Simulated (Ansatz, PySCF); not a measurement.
Reaction (SMILES): F[CH]F -> F[CH-]F (an electron is taken up)
Structures are relaxed separately at B3LYP-D3(BJ)/def2-TZVP in Ansatz (a first-principles code).

Wanted: adiabatic electron affinity (0 K, with B3LYP-D3(BJ) harmonic zero-point energies from PySCF), positive where the reaction releases energy, in eV. Valence correlation only, unless marked. UHF or UKS for open shells. No spin-orbit coupling. Non-relativistic. Anions need diffuse functions: aug- sets have them; def2-D sets add few; the other sets have none. CBS marks a two-point X^-3 extrapolation of the correlation energy; Hartree-Fock from the larger set. [CCSD(T)-MP2]/basis is that difference in the basis named.

RI-MP2/CBS(aug-cc-pVTZ,aug-cc-pVQZ)+[CCSD(T)-MP2]/aug-cc-pVTZ (Ansatz) gives 0.76 eV.

Q: Another calculation gave 0.39 eV. Which level was it?
A) BHLYP/def2-TZVPD (Ansatz)
B) BLYP/def2-TZVPD (Ansatz)
C) MN15/def2-TZVPD (PySCF)
D) HF/def2-TZVPD (PySCF)

A: A, BHLYP/def2-TZVPD (Ansatz). The others give 0.63 (MN15), 0.76 (BLYP), -0.76 (HF) eV.
